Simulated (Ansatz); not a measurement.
System: SbSI (Pnma, No. 62). Method: HSE06 (plane waves, PAW; Ansatz, an electronic-structure program).

Run with plane-wave cutoff 460 eV, 4×6×2 k mesh (along the axes of the cell as run), Fermi–Dirac smearing 0.01 eV, scalar-relativistic PAW data made under PBE.

Cell (relaxed with PBEsol):

```
ISSb
1.0
    8.45969     0.00000     0.00000
    0.00000     4.03547     0.00000
    0.00000     0.00000    10.18904
Sb S I
4 4 4
Cartesian
  5.24678   3.02660   3.82099
  3.21291   1.00887   6.36805
  7.44276   1.00887   8.91551
  1.01693   3.02660   1.27353
  7.11821   3.02660   0.45335
  1.34148   1.00887   9.73569
  5.57133   1.00887   5.54787
  2.88837   3.02660   4.64117
  0.14655   3.02660   6.86041
  8.31314   1.00887   3.32863
  4.08329   1.00887   1.76589
  4.37640   3.02660   8.42315
```

Question: Give the computed band gap, smallest direct gap on the k points sampled and direct gap at Γ.

Answer: 
* **band gap**: 2.23 eV
* **smallest direct gap on the k points sampled**: 2.40 eV
* **direct gap at Γ**: 2.76 eV

Measured, for comparison: band gap 1.88 eV (temperature not stated, no zero-point or thermal correction, indirect; as tabulated in Butler et al. (2014), arXiv:1412.6929).

Note: the cell comes from a level without a dispersion term, which matters for the spacing of layers, chains or molecules; cell and atoms aren't relaxed at this level (pressure 0.9 GPa).

Spin–orbit coupling is not included.

Cost on a shared machine: about 17 core-minutes (a rough figure).
